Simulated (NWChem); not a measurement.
System: C$_{3}$H$_{7}$Cl; SMILES CCCCl

The following NWChem deck was run.

```
start job
memory heap 200 mb stack 900 mb global 1100 mb
geometry units angstroms noautoz
  C     -0.790821    -1.749335     0.142086
  C      0.510567    -1.147553    -0.360846
  C      0.893354     0.158830     0.303890
  Cl    -0.295859     1.463295    -0.020850
  H     -0.741161    -1.967507     1.221125
  H     -1.020912    -2.690102    -0.379535
  H     -1.629248    -1.055917    -0.020928
  H      0.461419    -0.988387    -1.450955
  H      1.345484    -1.850507    -0.189361
  H      0.950452     0.054851     1.397497
  H      1.862200     0.526322    -0.060731
end
basis spherical
  * library def2-tzvpd
end
dft
  xc r2scan
  iterations 150
  semidirect filesize 400000000
  mulliken
end
task dft energy
```

Output (shortened):

```
             Northwest Computational Chemistry Package (NWChem) 7.3.0
             --------------------------------------------------------

 C1  symmetry detected

                             Geometry "geometry" -> ""
                             -------------------------

 Output coordinates in angstroms (scale by  1.889725989 to convert to a.u.)

  No.       Tag          Charge          X              Y              Z
 ---- ---------------- ---------- -------------- -------------- --------------
    1 C                    6.0000    -0.78295523    -1.76165818     0.14213345
    2 C                    6.0000     0.52156074    -1.16209890    -0.35531970
    3 C                    6.0000     0.89264294     0.15475773     0.29523621
    4 Cl                  17.0000    -0.29766491     1.45021277    -0.06011719
    5 H                    1.0000    -0.74398174    -1.96469636     1.22455983
    6 H                    1.0000    -1.00416439    -2.71039346    -0.36878803
    7 H                    1.0000    -1.62205332    -1.07365703    -0.03933483
    8 H                    1.0000     0.48342558    -1.01821194    -1.44799039
    9 H                    1.0000     1.35709287    -1.85953082    -0.16528650
   10 H                    1.0000     0.93849514     0.06612981     1.39072275
   11 H                    1.0000     1.86399859     0.52073878    -0.06419040

 Effective nuclear repulsion energy (a.u.)     162.6948465483

                                 NWChem DFT Module
                                 -----------------

 Summary of "ao basis" -> "ao basis" (spherical)
 ------------------------------------------------------------------------------
       Tag                 Description            Shells   Functions and Types
 ---------------- ------------------------------  ------  ---------------------
 C                         def2-tzvpd               13       37   6s3p3d1f
 Cl                        def2-tzvpd               16       46   6s6p3d1f
 H                         def2-tzvpd                5        9   3s2p

            General Information
            -------------------
          SCF calculation type: DFT
          Wavefunction type:  closed shell.
          No. of atoms     :    11
          No. of electrons :    42
           Alpha electrons :    21
            Beta electrons :    21
          Charge           :     0
          Spin multiplicity:     1
          Use of symmetry is: off; symmetry adaption is: off
          Maximum number of iterations: 150
          AO basis - number of functions:   220
                     number of shells:    90
          Convergence on energy requested:  1.00D-06
          Convergence on density requested:  1.00D-05
          Convergence on gradient requested:  5.00D-04

              XC Information
              --------------
                      r^2SCAN Method XC Functional
               r^2SCAN metaGGA Exchange Functional  1.000
                     r^2SCAN Correlation Potential  1.000

             Grid Information
             ----------------
          Grid used for XC integration:  medium
          Radial quadrature: Mura-Knowles
          Angular quadrature: Lebedev.
          Tag              B.-S. Rad. Rad. Pts. Rad. Cut. Ang. Pts.
          ---              ---------- --------- --------- ---------
          C                   0.70       49          13.0       434
          Cl                  1.00       88          13.0       590
          H                   0.35       45          14.0       434
          Grid pruning is: on
          Number of quadrature shells:   550
          Spatial weights used:  Erf1

      Superposition of Atomic Density Guess
      -------------------------------------

 Sum of atomic energies:        -575.99056347

      Non-variational initial energy
      ------------------------------

 Total energy =    -578.302652
 1-e energy   =   -1112.607182
 2-e energy   =     371.609684
 HOMO         =      -0.371060
 LUMO         =       0.036862

------------------------------------------------------------
EAF file 0: "./job.aoints.0" size=1801453568 bytes
------------------------------------------------------------
               write      read    awrite     aread      wait
               -----      ----    ------     -----      ----
     calls:     3436         0         0         0         0
   data(b): 1.80e+09  0.00e+00  0.00e+00  0.00e+00
   time(s): 0.00e+00  0.00e+00  0.00e+00  0.00e+00  0.00e+00
rate(mb/s): 0.00e+00  0.00e+00
------------------------------------------------------------

     ---------------------------------------------
      Total Density - Mulliken Population Analysis
     ---------------------------------------------

    Atom       Charge   Shell Charges
 -----------   ------   -------------------------------------------------------
    1 C    6     6.78   0.86  1.12  0.55  0.67  0.11 -0.00  1.27  1.40  0.71  0.01  0.04  0.04  0.00
    2 C    6     6.15   0.86  1.12  0.54  0.68  0.03  0.00  1.22  1.34  0.29  0.02  0.08 -0.04  0.01
    3 C    6     6.02   0.86  1.12  0.53  0.68  0.00  0.01  1.08  1.25  0.39  0.02  0.09 -0.01  0.01
    4 Cl  17    17.44   2.01  0.45  1.52  1.10  0.89  0.03  4.19  1.69  1.11  2.88  1.50  0.03  0.01  0.03  0.01  0.00
    5 H    1     0.78   0.24  0.45  0.05  0.02  0.02
    6 H    1     0.79   0.24  0.45  0.06  0.02  0.03
    7 H    1     0.78   0.24  0.45  0.05  0.02  0.02
    8 H    1     0.84   0.24  0.46  0.11  0.02  0.01
    9 H    1     0.84   0.24  0.45  0.12  0.02  0.00
   10 H    1     0.79   0.25  0.45  0.05  0.02  0.02
   11 H    1     0.79   0.25  0.46  0.05  0.02  0.02

   convergence    iter        energy       DeltaE   RMS-Dens  Diis-err
 ---------------- ----- ----------------- --------- --------- ---------
 d= 0,ls=0.0,diis     1   -578.6441026720 -7.41D+02  7.04D-03  7.85D-01
 d= 0,ls=0.0,diis     2   -578.6409909421  3.11D-03  3.38D-03  3.62D-01
 d= 0,ls=0.0,diis     3   -578.6593936723 -1.84D-02  1.39D-03  2.12D-01
 d= 0,ls=0.0,diis     4   -578.6867613457 -2.74D-02  2.91D-04  1.46D-03
 d= 0,ls=0.0,diis     5   -578.6869119908 -1.51D-04  7.36D-05  2.62D-04
  Resetting Diis
 d= 0,ls=0.0,diis     6   -578.6869438183 -3.18D-05  1.67D-05  8.78D-06
 d= 0,ls=0.0,diis     7   -578.6869449932 -1.17D-06  7.41D-06  4.75D-07
 d= 0,ls=0.0,diis     8   -578.6869449745  1.87D-08  3.55D-06  6.06D-07

         Total DFT energy =     -578.686944974462
      One electron energy =    -1116.773813173937
           Coulomb energy =      422.441684972128
    Exchange-Corr. energy =      -47.049663320967
 Nuclear repulsion energy =      162.694846548314

 Numeric. integr. density =       41.999984172840

                       DFT Final Molecular Orbital Analysis
                       ------------------------------------

 Vector   19  Occ=2.000000D+00  E=-3.150913D-01
              MO Center= -7.2D-03, -1.2D+00, -1.0D-01, r^2= 3.0D+00
   Bfn.  Coefficient  Atom+Function         Bfn.  Coefficient  Atom+Function
  ----- ------------  ---------------      ----- ------------  ---------------
    52      0.195801   2 C  pz              195      0.177302   9 H  s
   186     -0.175403   8 H  s                15     -0.170607   1 C  pz
    46      0.164641   2 C  pz              159     -0.154100   5 H  s
   177      0.152751   7 H  s                79     -0.148625   3 C  s
     9     -0.138574   1 C  pz               14      0.131842   1 C  py

 Vector   20  Occ=2.000000D+00  E=-2.678847D-01
              MO Center= -1.4D-01,  1.1D+00, -3.7D-02, r^2= 2.1D+00
   Bfn.  Coefficient  Atom+Function         Bfn.  Coefficient  Atom+Function
  ----- ------------  ---------------      ----- ------------  ---------------
   128      0.321455   4 Cl py              129      0.304294   4 Cl pz
   127      0.249499   4 Cl px               42     -0.220722   2 C  s
   131      0.218842   4 Cl py              132      0.209147   4 Cl pz
   130      0.171742   4 Cl px              125      0.151326   4 Cl py
   126      0.143315   4 Cl pz              119     -0.122685   4 Cl py

 Vector   21  Occ=2.000000D+00  E=-2.649353D-01
              MO Center= -7.5D-02,  1.2D+00,  1.2D-02, r^2= 2.0D+00
   Bfn.  Coefficient  Atom+Function         Bfn.  Coefficient  Atom+Function
  ----- ------------  ---------------      ----- ------------  ---------------
   129      0.389473   4 Cl pz              127     -0.291519   4 Cl px
   132      0.268603   4 Cl pz              130     -0.198421   4 Cl px
   126      0.183342   4 Cl pz              120     -0.148483   4 Cl pz
   128     -0.145284   4 Cl py              124     -0.137089   4 Cl px
   213      0.124373  11 H  s                89     -0.112772   3 C  pz

 Vector   22  Occ=0.000000D+00  E=-2.570136D-03
              MO Center=  3.1D-01,  8.2D-01,  1.2D-01, r^2= 4.8D+00
   Bfn.  Coefficient  Atom+Function         Bfn.  Coefficient  Atom+Function
  ----- ------------  ---------------      ----- ------------  ---------------
    42      1.074748   2 C  s                80      0.631732   3 C  s
   196     -0.605996   9 H  s               214     -0.546292  11 H  s
    78     -0.530158   3 C  s                87      0.440090   3 C  px
   205     -0.311539  10 H  s               160     -0.307912   5 H  s
   131     -0.249864   4 Cl py              130      0.241855   4 Cl px

 Vector   23  Occ=0.000000D+00  E= 1.885957D-02
              MO Center=  3.4D-01, -5.1D-01,  4.8D-02, r^2= 1.2D+01
   Bfn.  Coefficient  Atom+Function         Bfn.  Coefficient  Atom+Function
  ----- ------------  ---------------      ----- ------------  ---------------
    42      1.985655   2 C  s                80      1.916521   3 C  s
     5      1.771887   1 C  s                79      1.413100   3 C  s
   196     -1.313249   9 H  s               205     -1.190289  10 H  s
   187     -1.181442   8 H  s               169     -1.151359   6 H  s
   178     -1.096490   7 H  s               214     -1.094749  11 H  s

 Vector   24  Occ=0.000000D+00  E= 4.402312D-02
              MO Center= -8.6D-02, -6.6D-01,  6.4D-02, r^2= 1.3D+01
   Bfn.  Coefficient  Atom+Function         Bfn.  Coefficient  Atom+Function
  ----- ------------  ---------------      ----- ------------  ---------------
    43      4.011024   2 C  s               214     -3.420714  11 H  s
     6     -3.070292   1 C  s               205      2.542274  10 H  s
    89     -1.431048   3 C  pz              160      1.361849   5 H  s
    80     -1.073886   3 C  s                87      0.866113   3 C  px
    88      0.791278   3 C  py                5     -0.779980   1 C  s

------------------------------------------------------------
EAF file 0: "./job.aoints.0" size=2155347968 bytes
------------------------------------------------------------
               write      read    awrite     aread      wait
               -----      ----    ------     -----      ----
     calls:     4111         7         0     28770     28770
   data(b): 2.16e+09  3.67e+06  0.00e+00  1.51e+10
   time(s): 0.00e+00  0.00e+00  0.00e+00  0.00e+00  0.00e+00
rate(mb/s): 0.00e+00  0.00e+00
------------------------------------------------------------

     ---------------------------------------------
      Total Density - Mulliken Population Analysis
     ---------------------------------------------

    Atom       Charge   Shell Charges
 -----------   ------   -------------------------------------------------------
    1 C    6     6.94   0.85  1.12  0.51  0.70  0.18 -0.01  1.32  1.25  0.93  0.01  0.03  0.04  0.00
    2 C    6     5.85   0.85  1.12  0.50  0.73 -0.25  0.01  1.31  1.22  0.35  0.02  0.07 -0.10  0.01
    3 C    6     6.07   0.86  1.12  0.52  0.74 -0.08  0.02  1.25  1.24  0.32  0.02  0.09 -0.01  0.01
    4 Cl  17    17.37   2.01  0.44  1.52  1.11  0.91  0.05  4.19  1.66  1.12  2.81  1.44  0.04  0.01  0.04  0.01  0.00
    5 H    1     0.77   0.27  0.50 -0.05  0.02  0.03
    6 H    1     0.82   0.27  0.50 -0.02  0.02  0.05
    7 H    1     0.77   0.27  0.49 -0.05  0.02  0.04
    8 H    1     0.86   0.27  0.50  0.04  0.02  0.02
    9 H    1     0.88   0.27  0.51  0.07  0.02  0.01
   10 H    1     0.82   0.27  0.49  0.01  0.02  0.02
   11 H    1     0.86   0.27  0.49  0.04  0.02  0.03

     -------------------------------------------
      Total Density - Lowdin Population Analysis
     -------------------------------------------

    Atom       Charge   Shell Charges
 -----------   ------   -------------------------------------------------------
    1 C    6     6.14   0.91  1.04  0.33  0.28  0.12  0.07  1.12  1.32  0.45  0.02  0.22  0.25  0.03
    2 C    6     6.35   0.91  1.04  0.32  0.25  0.11  0.07  1.10  1.27  0.42  0.02  0.34  0.44  0.04
    3 C    6     6.60   0.91  1.04  0.35  0.28  0.12  0.08  1.07  1.28  0.47  0.02  0.39  0.55  0.04
    4 Cl  17    16.48   1.98  0.84  1.13  0.82  0.56  0.14  3.93  1.89  1.25  2.39  1.19  0.12  0.01  0.06  0.17  0.01
    5 H    1     0.92   0.24  0.35  0.11  0.06  0.16
    6 H    1     0.93   0.25  0.35  0.11  0.06  0.16
    7 H    1     0.94   0.24  0.34  0.11  0.06  0.19
    8 H    1     0.89   0.24  0.34  0.11  0.05  0.15
    9 H    1     0.89   0.24  0.34  0.11  0.05  0.15
   10 H    1     0.93   0.25  0.34  0.11  0.06  0.17
   11 H    1     0.93   0.25  0.35  0.11  0.06  0.17

     Multipole analysis of the density
     ---------------------------------

     L   x y z        total         alpha         beta         nuclear
     -   - - -        -----         -----         ----         -------
     0   0 0 0      0.000000    -21.000000    -21.000000     42.000000

     1   1 0 0      0.473753      0.236876      0.236876     -0.000000
     1   0 1 0     -0.674533     -0.337266     -0.337266      0.000000
     1   0 0 1      0.103536      0.051768      0.051768     -0.000000

     2   2 0 0    -23.788890    -51.570732    -51.570732     79.352575
     2   1 1 0      0.084220     -3.656353     -3.656353      7.396926
     2   1 0 1      0.324438      0.358391      0.358391     -0.392344
     2   0 2 0    -25.929486   -155.359731   -155.359731    284.789975
     2   0 1 1      0.083940     -0.392546     -0.392546      0.869031
     2   0 0 2    -24.487316    -25.032486    -25.032486     25.577657
```

Level: r2SCAN/def2-TZVPD. The geometry was optimised at PBE0/def2-SVP.
